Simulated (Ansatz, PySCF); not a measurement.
Reaction (SMILES): [CH3] (CH3) -> [CH3] (CH3) as singlet, charge +1 + e-
Geometries: B3LYP-D3(BJ)/def2-TZVP minima from Ansatz (a program for electronic structure).

Property: adiabatic ionisation energy (electronic energy difference), in eV. Valence correlation only, unless marked. UHF or UKS for open shells. Spin-orbit coupling is left out. No relativistic terms. CBS(X,Y): correlation extrapolated as X^-3; Hartree-Fock from the larger set.

```
level                                        program  adiabatic ionisation energy (eV)  minus last row
------------------------------------  --------------  --------------------------------  --------------
HF/def2-QZVPPD                                Ansatz                              8.99           -0.79
BLYP-D4/def2-TZVPD                    Ansatz + dftd4                              9.80            0.02
B3LYP-D4/def2-TZVPD                   Ansatz + dftd4                              9.92            0.14
PW6B95-D4/def2-TZVPD                   PySCF + dftd4                              9.86            0.08
HSE06-D4/def2-TZVPD                   Ansatz + dftd4                              9.95            0.17
B2PLYP-D3(BJ)/def2-TZVPD              Ansatz + dftd3                              9.75           -0.03
MP2/cc-pVDZ                                   Ansatz                              9.49           -0.29
MP2/cc-pwCVTZ                                 Ansatz                              9.69           -0.09
RI-MP2/CBS(def2-TZVPP,def2-QZVPP)             Ansatz                              9.77           -0.01
CCSD(T)/CBS(aug-cc-pVTZ,aug-cc-pVQZ)          Ansatz                              9.78            0.00
```
